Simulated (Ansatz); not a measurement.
# AlH3SSi (SMILES [AlH]1[SiH2][S]1): one structure at several levels

The atoms stand at a structure displaced at random from a GFN2-xTB minimum. How far do the functionals agree with CCSD(T) there?

Program: Ansatz 0.2.0, Gaussian basis. Level of theory: single points in def2-TZVPP. These are calculated values, not measurements.

Correlated methods freeze the cores. B3LYP uses VWN-RPA correlation.

## Step 1: Starting geometry

SMILES `[AlH]1[SiH2][S]1`, 6 atoms, charge 0, spin multiplicity 1.

Atoms are counted from 1 here; the program's logs count them from 0.

Bond lengths: Al1–Si2 2.353 Å, Al1–S3 2.216 Å, Al1–H4 1.397 Å, Si2–H5 1.303 Å. Angles: Si2–Al1–S3 68.4°, Si2–Al1–H4 129.3°, S3–Al1–H4 155.0°, Al1–Si2–H5 126.2°.

Coordinates:

```
Al   -1.2438   -0.5711   -0.5437
Si    0.9246   -0.0895    0.2321
S    -0.9842    1.5930   -0.1436
H    -1.7005   -1.6796   -1.2599
H     1.8700    0.4999   -0.4444
H     1.2478    0.2317    1.9422
```

## Step 2: CCSD(T)/def2-TZVPP

File run/in.yaml:

```yaml
crystal:
  periodic: [false, false, false]
  atoms:
    - {symbol: Al, position_ang: [-1.243800, -0.571100, -0.543700]}
    - {symbol: Si, position_ang: [0.924600, -0.089500, 0.232100]}
    - {symbol: S, position_ang: [-0.984200, 1.593000, -0.143600]}
    - {symbol: H, position_ang: [-1.700500, -1.679600, -1.259900]}
    - {symbol: H, position_ang: [1.870000, 0.499900, -0.444400]}
    - {symbol: H, position_ang: [1.247800, 0.231700, 1.942200]}
basis:
  gaussian: {orbitals: def2-TZVPP}
correlation: {method: ccsd_t}
output: {forces: true}
```

No record of the launch command was kept for these runs.

## Step 3: PBE0-D4/def2-TZVPP

run/in.yaml, as its differences from that of step 2:

```diff
@@ -11,3 +11,3 @@
   gaussian: {orbitals: def2-TZVPP}
-correlation: {method: ccsd_t}
-output: {forces: true}
+hamiltonian: {xc: pbe0, dispersion: d4}
+output: {forces: true, orbitals: {seedname: orbitals}}
```

## Step 4: wB97M-V/def2-TZVPP

run/in.yaml, as its differences from that of step 3:

```diff
@@ -11,3 +11,3 @@
   gaussian: {orbitals: def2-TZVPP}
-hamiltonian: {xc: pbe0, dispersion: d4}
-output: {forces: true, orbitals: {seedname: orbitals}}
+hamiltonian: {xc: {name: wB97M-V}}
+output: {forces: true}
```

## Step 5: r2SCAN-D4/def2-TZVPP

run/in.yaml, as its differences from that of step 4:

```diff
@@ -11,3 +11,3 @@
   gaussian: {orbitals: def2-TZVPP}
-hamiltonian: {xc: {name: wB97M-V}}
+hamiltonian: {xc: r2scan, dispersion: d4}
 output: {forces: true}
```

## Step 6: PBE-D4/def2-TZVPP

run/in.yaml, as its differences from that of step 5:

```diff
@@ -11,3 +11,3 @@
   gaussian: {orbitals: def2-TZVPP}
-hamiltonian: {xc: r2scan, dispersion: d4}
+hamiltonian: {xc: pbe, dispersion: d4}
 output: {forces: true}
```

## Step 7: B3LYP-D4/def2-TZVPP

run/in.yaml, as its differences from that of step 6:

```diff
@@ -11,3 +11,3 @@
   gaussian: {orbitals: def2-TZVPP}
-hamiltonian: {xc: pbe, dispersion: d4}
+hamiltonian: {xc: {name: B3LYP}, dispersion: d4}
 output: {forces: true}
```

## Step 8: r2SCAN0-D4/def2-TZVPP

run/in.yaml, as its differences from that of step 7:

```diff
@@ -11,3 +11,3 @@
   gaussian: {orbitals: def2-TZVPP}
-hamiltonian: {xc: {name: B3LYP}, dispersion: d4}
+hamiltonian: {xc: {name: r2SCAN0}, dispersion: d4}
 output: {forces: true}
```

(Steps that only read results are left out.)

Before running it: what results should come out? Wanted: energy less free atoms, CCSD(T)/def2-TZVPP; RMS force component; RMS force error; HOMO and LUMO, PBE0-D4; T1 diagnostic.

**Answer**, as computed:

| quantity | value |
| --- | --- |
| energy less free atoms, CCSD(T)/def2-TZVPP | -1436.6 kJ/mol |
| RMS force component | 2.390 to 2.514 eV/Å over the methods |
| RMS force error | PBE0-D4 0.119, wB97M-V 0.139, r2SCAN-D4 0.082, PBE-D4 0.155, B3LYP-D4 0.094, r2SCAN0-D4 0.148 eV/Å |
| HOMO and LUMO, PBE0-D4 | -6.97 and -2.20 eV |
| T1 diagnostic | 0.019 |

**Reading.** Against CCSD(T) the functionals' energies less atoms differ by -72.2 to -36.5 kJ/mol, PBE-D4 by -60.6 kJ/mol. CCSD(T) in triple zeta still lacks some correlation energy of the bonds, so part of these gaps is its own basis error and they don't rank the functionals. The forces of r2SCAN-D4 come nearest to CCSD(T), those of PBE-D4 are farthest. Frozen-core CCSD(T) forces in triple zeta carry basis errors of their own, and this is one geometry, so small gaps rank nothing.
